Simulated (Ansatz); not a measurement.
C₃H₅ClS (`CC(=S)CCl`). Charge 0, multiplicity 1.

```json
{"atom": "C1", "x (Å)": "0.534", "y (Å)": "0.141", "z (Å)": "1.169"}
{"atom": "C2", "x (Å)": "0.350", "y (Å)": "0.469", "z (Å)": "-0.270"}
{"atom": "S3", "x (Å)": "1.183", "y (Å)": "1.619", "z (Å)": "-1.044"}
{"atom": "C4", "x (Å)": "-0.722", "y (Å)": "-0.275", "z (Å)": "-1.011"}
{"atom": "Cl5", "x (Å)": "-0.781", "y (Å)": "-2.020", "z (Å)": "-0.632"}
{"atom": "H6", "x (Å)": "-0.433", "y (Å)": "0.097", "z (Å)": "1.681"}
{"atom": "H7", "x (Å)": "1.186", "y (Å)": "0.864", "z (Å)": "1.653"}
{"atom": "H8", "x (Å)": "0.969", "y (Å)": "-0.859", "z (Å)": "1.262"}
{"atom": "H9", "x (Å)": "-1.694", "y (Å)": "0.134", "z (Å)": "-0.723"}
{"atom": "H10", "x (Å)": "-0.592", "y (Å)": "-0.170", "z (Å)": "-2.084"}
```

Problem. List the harmonic frequencies (cm⁻¹, unscaled) at PBE0-D4/def2-TZVP in Ansatz. (Estimate.)

Solution. The calculation gave: 51, 149, 227, 331, 382, 471, 724, 774, 869, 989, 1009, 1154, 1229, 1256, 1328, 1384, 1445, 1462, 1467, 3044, 3073, 3102, 3177, 3179.

Problem. Is this a minimum?

Solution. Yes, all 24 modes are real.

Problem. Give the ideal-gas thermochemistry at 298.15 K and 1 bar (rigid rotor, harmonic oscillator; point group C1, symmetry number 1).

Solution. Zero-point energy 193.0 kJ/mol; H(298) − E = 211.8 kJ/mol; entropy 338.4 J/(mol·K), of which translation 167.3, rotation 114.8, vibration 56.2; G(298) − E = 110.9 kJ/mol. Modes under 100 cm⁻¹ are hindered rotations or soft bends, so the harmonic entropy is rough.

Problem. And at 400, 500, 600, 800 and 1000 K?

Solution. 
```json
{"T (K)": "400", "H − E (kJ/mol)": "222.1", "S (J/mol/K)": "368.1", "G − E (kJ/mol)": "74.9"}
{"T (K)": "500", "H − E (kJ/mol)": "234.1", "S (J/mol/K)": "394.8", "G − E (kJ/mol)": "36.7"}
{"T (K)": "600", "H − E (kJ/mol)": "247.6", "S (J/mol/K)": "419.3", "G − E (kJ/mol)": "-4.0"}
{"T (K)": "800", "H − E (kJ/mol)": "278.2", "S (J/mol/K)": "463.1", "G − E (kJ/mol)": "-92.3"}
{"T (K)": "1000", "H − E (kJ/mol)": "312.3", "S (J/mol/K)": "501.1", "G − E (kJ/mol)": "-188.8"}
```
